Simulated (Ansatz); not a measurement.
From input file to script: C4H7N, SMILES C#CCNC in Ansatz 0.2.0.

```yaml
crystal:
  periodic: [false, false, false]
  atoms:
    - { symbol: C, position_ang: [2.33975, -1.04166, -0.69389] }
    - { symbol: C, position_ang: [1.14465, -1.00498, -0.54011] }
    - { symbol: C, position_ang: [-0.31053, -0.95981, -0.35358] }
    - { symbol: "N", position_ang: [-0.67954, 0.16731, 0.5115] }
    - { symbol: C, position_ang: [-0.6942, 1.42809, -0.2364] }
    - { symbol: H, position_ang: [3.38889, -1.07355, -0.82887] }
    - { symbol: H, position_ang: [-0.62069, -1.91092, 0.13028] }
    - { symbol: H, position_ang: [-0.81686, -0.90137, -1.3427] }
    - { symbol: H, position_ang: [-1.65492, -0.00037, 0.85319] }
    - { symbol: H, position_ang: [-0.96909, 2.25723, 0.44906] }
    - { symbol: H, position_ang: [-1.44018, 1.39256, -1.06091] }
    - { symbol: H, position_ang: [0.31272, 1.64747, -0.6516] }
basis:
  gaussian:
    orbitals: def2-SVP
hamiltonian:
  xc: pbe0
relax:
  f_tol: 0.005
  max_steps: 100
```

`opt_c4h7n.py`
```python
'''Geometry optimisation of C4H7N.'''

import itertools

import ansatz as az
from ase.data import atomic_numbers, covalent_radii
import numpy as np
from rdkit import Chem
from rdkit.Chem import AllChem

BASIS_SET = 'def2-SVP'
XC = 'pbe0'


def main() -> None:
    # start geometry from RDKit
    rd = Chem.AddHs(Chem.MolFromSmiles('C#CCNC'))
    AllChem.EmbedMolecule(rd, randomSeed=400)
    AllChem.UFFOptimizeMolecule(rd)
    mol = az.Crystal.molecule()
    for atom, xyz in zip(rd.GetAtoms(), rd.GetConformer().GetPositions()):
        mol = mol.atom(atom.GetSymbol(), xyz.round(5).tolist())

    setup = mol.calculation().basis(gaussian=BASIS_SET).functional(XC)
    symbols = [site.symbol for site in mol.cartesian_sites]
    start = np.array([site.position_ang for site in mol.cartesian_sites], dtype=float)
    def progress(event):
        if event['event'] == 'relax_step':
            row = event['data']
            print(f'step {row["step"]:3d}  E = {row["lagrangian_ev"]:.6f} eV  largest force component {row["allowed_force_max_ev_ang"]:.4f} eV/A')


    r = setup.relax(force_tolerance=0.005, max_steps=100).session().plan().execute(on_event=progress).report
    end = np.array(r['positions_ang'])

    for key in ('converged', 'free_energy_ev', 'reference_energy_ev', 'n_frozen', 'n_occupied', 'n_virtual'):
        print(f'{key:22s} {r[key]}')

    # pairs closer than 1.2 times the sum of covalent radii, before or after
    radius = [covalent_radii[atomic_numbers[s]] for s in symbols]
    span = lambda where, i, j: np.linalg.norm(where[i] - where[j])
    bonded = [(i, j) for i, j in itertools.combinations(range(len(symbols)), 2) if min(span(start, i, j), span(end, i, j)) < 1.2 * (radius[i] + radius[j])]
    print('pair        before    after (A)')
    for i, j in bonded:
        print(f'{symbols[i]}{i}-{symbols[j]}{j}'.ljust(10), f'{span(start, i, j):8.4f} {span(end, i, j):8.4f}')
    with open('c4h7n_opt.xyz', 'w') as handle:
        handle.write(f'{len(symbols)}\nrelaxed C4H7N\n')
        handle.writelines(f'{s:2s} {x:11.6f} {y:11.6f} {z:11.6f}\n' for s, (x, y, z) in zip(symbols, end))


if __name__ == '__main__':
    main()
```

```console
$ python opt_c4h7n.py
step   1  E = -5738.456289 eV  largest force component 1.1331 eV/A
step   2  E = -5738.523297 eV  largest force component 0.3848 eV/A
step   3  E = -5738.538914 eV  largest force component 0.0827 eV/A
step   4  E = -5738.540717 eV  largest force component 0.0443 eV/A
step   5  E = -5738.541173 eV  largest force component 0.0261 eV/A
step   6  E = -5738.541298 eV  largest force component 0.0168 eV/A
step   7  E = -5738.541340 eV  largest force component 0.0095 eV/A
step   8  E = -5738.541350 eV  largest force component 0.0192 eV/A
step   9  E = -5738.541353 eV  largest force component 0.0037 eV/A
converged              True
free_energy_ev         -5738.541378415837
reference_energy_ev    -5738.541378415837
n_frozen               0
n_occupied             [19, 19]
n_virtual              [86, 86]
pair        before    after (A)
C0-C1        1.2055   1.2107
C0-H5        1.0583   1.0743
C1-C2        1.4678   1.4647
C2-N3        1.4680   1.4462
C2-H6        1.1113   1.1031
C2-H7        1.1127   1.1154
N3-C4        1.4660   1.4423
N3-H8        1.0470   1.0157
C4-H9        1.1104   1.1001
C4-H10       1.1125   1.1127
C4-H11       1.1110   1.1015
```

Notes:
- Total energies depend on the basis set; only differences at equal settings carry meaning.
- The end point is the stationary point reached from this start; no frequency run checks that it is a minimum, and the basis set is modest.
- It ran for 79 s on 1 thread of Intel(R) Xeon(R) Platinum 8259CL CPU @ 2.50GHz (Skylake/Cascade Lake), with other jobs on the host, peak memory 0.35 GiB.

(Lines on the test bed's own set-up are left out of the output.)
